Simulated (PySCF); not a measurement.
Ligands exchanged one at a time, Si F-H. Isolated molecules, 0 K electronic values unless said otherwise. Strings in code marks are SMILES.

Level of theory: TPSSh-D3(BJ)/def2-TZVP // PBE0-D3(BJ)/def2-TZVP in PySCF. All candidates: neutral, multiplicity 1. Excitations are Tamm–Dancoff values on a coarser integration grid. The basis has no diffuse functions, so Rydberg states are missing or too high.

```
Quantity                Value
-------------------  --------
dipole moment          0.00 D
HOMO–LUMO gap        11.72 eV
S1 excitation (TDA)  11.02 eV
```

Problem. Name which member has these values.
A. `F[SiH](F)F`
B. `F[SiH3]`
C. `F[SiH2]F`
D. `F[Si](F)(F)F`

Solution. D, `F[Si](F)(F)F`. The others give `F[SiH](F)F`: 1.24 D, 11.16 eV, 10.70 eV; `F[SiH3]`: 1.21 D, 8.70 eV, 8.06 eV; `F[SiH2]F`: 1.39 D, 9.23 eV, 8.58 eV
